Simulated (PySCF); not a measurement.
CH6Si. Atoms are numbered in the order given.

```xyz
8

Si     0.0000     0.0000    -0.6340
C      0.0000     0.0000     1.2421
H      1.2024    -0.6942    -1.1564
H      0.0000     1.3884    -1.1564
H     -1.2024    -0.6942    -1.1564
H      0.0000    -1.0198     1.6311
H     -0.8832     0.5099     1.6311
H      0.8832     0.5099     1.6311
```

Geometry: B3LYP-D3(BJ)/def2-TZVP. The isomer is the one that the SMILES or the coordinates give; other isomers of the formula were not compared.

Calculation: TDDFT-B3LYP/def2-SVPD (PySCF).

Vertical excitations; the highest root listed may be one member of a degenerate set. Isolated molecule, no solvent. State labels are in the subgroup Cs.

Computed UV-visible absorptions:
| state | symmetry | energy (eV) | λ (nm) | f | main pairs |
|---|---|---|---|---|---|
| S1 | A' | 8.26 | 150 | 0.063 | HOMO→LUMO 99 % |
| S2 | A' | 8.35 | 148 | 0.018 | HOMO−1→LUMO (degenerate set) |
| S3 | A" | 8.35 | 148 | 0.018 | HOMO−2→LUMO (degenerate set) |
| S4 | A' | 8.99 | 138 | 0.084 | HOMO−1→LUMO+1 (degenerate set) |
| S5 | A" | 8.99 | 138 | 0.084 | HOMO−2→LUMO+1 (degenerate set) |
| S6 | A' | 9.04 | 137 | 0.267 | HOMO→LUMO+1 94 % |
| S7 | A' | 9.19 | 135 | 0.003 | HOMO→LUMO+2 (degenerate set) |
| S8 | A" | 9.19 | 135 | 0.003 | HOMO→LUMO+3 (degenerate set) |
| S9 | A" | 9.19 | 135 | 0.000 | HOMO−1→LUMO+3 50 %, HOMO−2→LUMO+2 50 % |
| S10 | A' | 9.64 | 129 | 0.065 | HOMO−1→LUMO+2 46 %, HOMO−2→LUMO+3 46 % |
| T1 | A' | 7.82 | 159 | 0 | HOMO→LUMO 93 % |
| T2 | A' | 8.00 | 155 | 0 | HOMO−1→LUMO (degenerate set) |
| T3 | A" | 8.00 | 155 | 0 | HOMO−2→LUMO (degenerate set) |
| T4 | A' | 8.54 | 145 | 0 | HOMO→LUMO+1 65 %, HOMO−2→LUMO+3 13 %, HOMO−1→LUMO+2 13 % |
Triplets are in the Tamm–Dancoff approximation, which puts them higher than full response would, so one can lie above its singlet here.
